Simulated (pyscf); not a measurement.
Structures and frequencies: ωB97X-D3(BJ)/def2-SVP in PySCF.

`[OH][As]([OH])[O][SiH3]` + `[H][H]` → `[OH][As]([OH])[OH]` + `[SiH4]`
Surface: singlet. Broken: O–Si, H–H. Formed: H–O, H–Si. Give ΔE‡ and ΔE from ωB97M-D3(BJ)/def2-TZVP, relative to the separated reactants.

ΔE‡ = 2.27 eV, ΔE = +0.75 eV. Zero-point energy shifts the barrier by +0.10 eV. It is a four-centre exchange, with an imaginary mode of 1276i cm⁻¹. This is the saddle that the search found; another between the same sides may lie lower. Elements up to Kr have no core potential and no relativistic terms here.
